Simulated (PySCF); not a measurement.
# Working out the electron affinity of C

C⁻ [He] 2s2 2p3 (4S) → C [He] 2s2 2p2 (3P). Calculation: PySCF 2.14, in aug-cc-pwCVDZ; no relativity, point nucleus. Frozen: 1s2. Energies in hartree (1 hartree = 27.21139 eV):

```json
{"part": "UHF", "C⁻ (lower)": "-37.705045", "C (upper)": "-37.687797"}
{"part": "CCSD correlation", "C⁻ (lower)": "-0.101200", "C (upper)": "-0.078247"}
{"part": "(T)", "C⁻ (lower)": "-0.003118", "C (upper)": "-0.001314"}
```

What does Hartree-Fock give?

(-37.687797) − (-37.705045) = 0.017248 hartree = 0.469 eV.

What do CCSD and CCSD(T) give?

The CCSD correlation energies differ by 0.022953 hartree = 0.625 eV and the triples by 0.001804 hartree = 0.049 eV, so CCSD gives 1.094 eV and CCSD(T) 1.143 eV.

A first-order spin-orbit estimate adds -0.004 eV to CCSD(T) (valence), giving 1.139 eV against 1.262 eV (measured; photodetachment measurements, as compiled on the Wikipedia data page of electron affinities).

A double-zeta basis recovers only part of the correlation energy.

What remains against the reference includes basis incompleteness, the frozen core and higher excitations.
